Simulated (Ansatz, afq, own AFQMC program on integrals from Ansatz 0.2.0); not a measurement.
# SiH3+ (singlet): quantum Monte Carlo beside coupled cluster at scale of all distances = 1.113, cc-pVDZ, part 2 of 2

Ansatz 0.2.0, Gaussian basis, and an in-house AFQMC program (afq) on its integrals; all values are calculated; cc-pVDZ, frozen cores.

**14. Phaseless AFQMC, single-determinant trial on RHF**

It reads the integrals that the CCSD(T) run on this determinant wrote.

Started as:

```
$ afq ham --method phaseless --trial hf --walkers 4000 --populations 20 --least-time 40 --time-step 0.005 --steps-per-block 20 --equilibration-blocks 112 --max-blocks 4000 --target-error 0.0007499999999999999 --factor-cut 1e-05 --seed 4559 --taylor-order 6
```

The program printed:

```text
orbitals 28  electrons 3 3  factors 196 of 314
reference energy -290.31906787 Eh
CCSD correlation -0.11344187 Eh in 9 cycles, weight of the determinant in the CISD state 0.9252
energy of the start -290.319068 Eh
 block  time / (1/Eh)  mean weight  energy / Eh
     1     0.100  1.0003  -290.337272
     2     0.200  1.0005  -290.352217
     3     0.300  1.0006  -290.364208
     4     0.400  1.0004  -290.374290
     5     0.500  1.0006  -290.382661
     6     0.600  1.0003  -290.389447
     7     0.700  1.0004  -290.395094
     8     0.800  1.0003  -290.400183
     9     0.900  1.0003  -290.404849
    10     1.000  1.0005  -290.409220
    13     1.300  1.0000  -290.418804
    17     1.700  1.0001  -290.425022
    21     2.100  1.0003  -290.428863
    25     2.500  1.0000  -290.430936
    29     2.900  0.9999  -290.432311
    33     3.300  0.9997  -290.432930
    37     3.700  1.0002  -290.435004
    41     4.100  1.0000  -290.433894
    45     4.500  0.9999  -290.436276
    49     4.900  1.0001  -290.437566
    53     5.300  0.9998  -290.436834
    57     5.700  1.0001  -290.435992
    61     6.100  1.0002  -290.435054
    65     6.500  0.9999  -290.436158
    69     6.900  1.0000  -290.435001
    73     7.300  1.0000  -290.433778
    77     7.700  1.0004  -290.439361
    81     8.100  1.0000  -290.439786
    85     8.500  1.0000  -290.436553
    89     8.900  1.0002  -290.439007
    93     9.300  0.9999  -290.435616
    97     9.700  0.9998  -290.435667
   101    10.100  1.0002  -290.437946
   105    10.500  1.0001  -290.439116
   109    10.900  0.9999  -290.435690
   113    11.300  1.0000  -290.435857
   117    11.700  0.9998  -290.437079
   121    12.100  1.0000  -290.435828
   125    12.500  1.0001  -290.434957
   129    12.900  0.9999  -290.433503
   133    13.300  1.0000  -290.436358
   137    13.700  0.9998  -290.437180
   141    14.100  1.0000  -290.435802
   145    14.500  1.0001  -290.436268
   149    14.900  1.0000  -290.435693
   153    15.300  1.0003  -290.437946
   157    15.700  1.0000  -290.435041
   161    16.100  1.0001  -290.435390
   165    16.500  1.0001  -290.435811
   169    16.900  1.0002  -290.435570
   173    17.300  1.0001  -290.436968
   177    17.700  1.0001  -290.435294
   181    18.100  1.0000  -290.436607
   185    18.500  0.9999  -290.433449
   189    18.900  1.0001  -290.435390
error from the spread of 20 populations
energy -290.435993 +/- 0.000564 Eh
```

It took 25 s on 1 × NVIDIA H100 80GB HBM3 with 2 threads of AMD EPYC 7R13 (Zen 3), shared host; peak host memory 1.5 GiB.

Energy -7903.1660 ± 0.0154 eV. Caveats: constraint bias not in the error.

**15. Free-projection AFQMC, CISD trial on RHF**

It reads the integrals that the CCSD(T) run on this determinant wrote.

Started as:

```
$ afq ham --method free --trial cisd --walkers 4000 --time-step 0.03 --max-blocks 4000 --target-error 0.0003 --factor-cut 1e-05 --seed 3004 --times 0,0.3,0.6,1.2,1.8,2.4,3.6,4.8,6 --taylor-order 8
```

The program printed:

```text
orbitals 28  electrons 3 3  factors 196 of 314
reference energy -290.31906787 Eh
CCSD correlation -0.11344187 Eh in 9 cycles, weight of the determinant in the CISD state 0.9252
repeat  energy at the last time / Eh  error
    10  -290.435423  0.000061
    20  -290.435366  0.000037
    30  -290.435328  0.000029
time / (1/Eh)  energy / Eh  error  mean overlap
  0.00  -290.432516  0.000011  1.0811
  0.30  -290.433766  0.000014  1.0807
  0.60  -290.434389  0.000016  1.0804
  1.20  -290.434932  0.000017  1.0809
  1.80  -290.435121  0.000019  1.0813
  2.40  -290.435209  0.000024  1.0826
  3.60  -290.435281  0.000029  1.0812
  4.80  -290.435353  0.000030  1.0786
  6.00  -290.435343  0.000032  1.0810
energy -290.435343 +/- 0.000032 Eh
```

Wall time 20 s (1 × NVIDIA H100 80GB HBM3 with 2 threads of AMD EPYC 7R13 (Zen 3), shared host); peak host memory 1.5 GiB.

Energy -7903.1483 ± 0.0009 eV. Caveats: remainder of the start not in the error.

**16. UHF**

Contents of in.yaml:

```yaml
crystal:
  periodic: [false, false, false]
  atoms:
    - {symbol: Si, position_ang: [0.000000, 0.000000, 0.000000]}
    - {symbol: H, position_ang: [1.638272, 0.015835, -0.000107]}
    - {symbol: H, position_ang: [-0.832850, 1.410864, -0.003233]}
    - {symbol: H, position_ang: [-0.805423, -1.426699, 0.003340]}
basis:
  gaussian: {orbitals: cc-pVDZ}
total_charge: 1
magnetization: {spin_polarized: true, initial_magnetization: 0}
hamiltonian: {xc: hf}
output: {orbitals: {seedname: orbitals}}
```

Started as:

```
$ ansatz run in.yaml --threads 1 --pin off --events-out ev --progress --plain --max-ram 16896MiB --backend cuda --devices 0, --max-vram 18GiB
```

The program printed:

```text
Functional definition: HF
  name "HF"
  cite "Fock, Z. Phys. 61, 126 (1930) doi:10.1007/BF01340294"
  parent pbe
  exchange = exact_x
  correlation = 0
314 factors; integrals over basis functions are off by at most 1.4e-3 eV
mean field evaluation 1: about -7899.6800 eV, gradient 5.2e0 eV
mean field evaluation 2: about -7899.6781 eV, gradient 5.2e0 eV
mean field evaluation 4: about -7899.9845 eV, gradient 1.5e-1 eV
mean field evaluation 8: about -7899.9843 eV, gradient 2.9e-5 eV
mean field -7899.98429047 eV, -290.3190678730 hartree, gradient 2.9e-5 eV, S^2 0.000000; 0 other end points of the search recorded, 0 dependent functions left out
reference -7899.98429047 eV, -290.3190678730 hartree; 8, 8 occupied and 25, 25 virtual orbitals, 314 factors
Total energy: -7899.98429047 eV, -290.3190678730 hartree
```

Run time: 1.7 s. Hardware: 1 × NVIDIA H100 80GB HBM3 with 1 thread of AMD EPYC 7R13 (Zen 3), shared host; peak host memory 1.5 GiB.

From the report: ⟨S²⟩ of the determinant 0.000 (pure singlet: 0.00).

**17. AFQMC on the ladder**

On the RHF determinant, counted from full CI (exact for this spin and basis):

| level | energy (eV) | from full CI (meV) | statistical error (meV) | time |
| --- | --- | --- | --- | --- |
| HF | -7899.9843 | +3163.3 |  |  |
| MP2 | -7902.3374 | +810.2 |  |  |
| CCSD | -7903.0712 | +76.4 |  |  |
| CCSD(T) | -7903.1269 | +20.7 |  |  |
| CCSDT(Q) | -7903.1470 | +0.6 |  |  |
| CCSDTQ | -7903.1476 | 0.0 |  |  |
| full CI | -7903.1476 | 0.0 |  |  |
| Phaseless AFQMC, CISD trial, step 0.005, 4000 walkers | -7903.1441 | +3.5 | 1.5 | 30 s |
| Phaseless AFQMC, single-determinant trial, step 0.005, 4000 walkers | -7903.1660 | -18.4 | 15.4 | 25 s |
| Free-projection AFQMC, CISD trial, step 0.03, 4000 walkers | -7903.1483 | -0.7 | 0.9 | 20 s |

The functionals' totals stand on their own zeros and serve differences with other points: PBE -7911.617 eV; r2SCAN -7914.932 eV; PBE0 -7912.418 eV; B3LYP -7916.567 eV; wB97M-V -7914.938 eV; B2PLYP -7912.349 eV.

**18. What came out**

What follows sums up all 2 parts.

| quantity | value |
| --- | --- |
| CCSD(T) on RHF from full CI | +20.7 meV |
| Phaseless AFQMC, CISD trial on RHF from full CI | +3.5 ± 1.5 meV |
| Phaseless AFQMC, single-determinant trial on RHF from full CI | -18.4 ± 15.4 meV |
| Free-projection AFQMC, CISD trial on RHF from full CI | -0.7 ± 0.9 meV |

What this shows: On RHF the phaseless walk with the CISD trial lies +3.5 meV from full CI, within three error bars. Free projection has no constraint; at the last time it gives -0.7 ± 0.9 meV. Error bars are statistical and leave out the constraint, the time step and what remains of the start.
